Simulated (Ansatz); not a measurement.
For Re (model structure, started from the beta-Sn type, I4₁/amd, No. 141, 2 atoms in the cell), PBE (Ansatz, a quantum-chemistry and plane-wave program, PAW) gives:

```
Item                  Value
------------------  -------
lattice constant a  5.038 Å
c axis length       2.603 Å
```

Task: What does r²SCAN in Ansatz (PAW) give for the same quantities?

Result: 
- lattice constant a: 5.007 Å (decreases by 0.6 %)
- lattice parameter c: 2.589 Å (shrinks by 0.5 %)

Changes are worked out from the printed values.

Unless a cell is named, each level is at its own relaxed cell (PBE 16.52, r²SCAN 16.23 Å³/atom).

Levels without +SOC leave out spin–orbit coupling, which shifts energies and cells of such heavy elements.

Ansatz's density-functional and Hartree–Fock values are scalar-relativistic unless marked +SOC, with PAW data made under PBE.

A model structure was made by putting elements into a prototype or built by hand; it is no filed structure, need not be a known phase, and can be a saddle point held by its symmetry.
